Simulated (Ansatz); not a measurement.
We consider antiferromagnetic (type II) rock-salt NiO, described by r²SCAN (Ansatz, a quantum-chemistry and plane-wave program, PAW).

Run with plane-wave cutoff 500 eV, 16×16×16 k mesh, Fermi–Dirac smearing 0.05 eV, spin-polarised with opposed moments, scalar-relativistic PAW data made under PBE.

Cell (relaxed at this level):

```xyz
4
Lattice="4.1565 2.0721 2.0721 2.0721 4.1565 2.0721 2.0721 2.0721 4.1565" Properties=species:S:1:pos:R:3 pbc="T T T"
Ni     0.0000     0.0000     0.0000
Ni     4.1504     4.1504     4.1504
O      2.0752     2.0752     2.0752
O      6.2255     6.2255     6.2255
```

Problem. Estimate the magnetic moment (largest site, within a sphere) and band gap that the calculation returns.

Solution. 
- magnetic moment (largest site, within a sphere): 1.57 μB
- band gap: 2.39 eV (on the SCF k mesh)

Note: a magnet's gap depends somewhat on the PAW data.

Moments are spin moments.

Static lattice: no zero-point or thermal effects.

The result took around 4 core-minutes (rough).
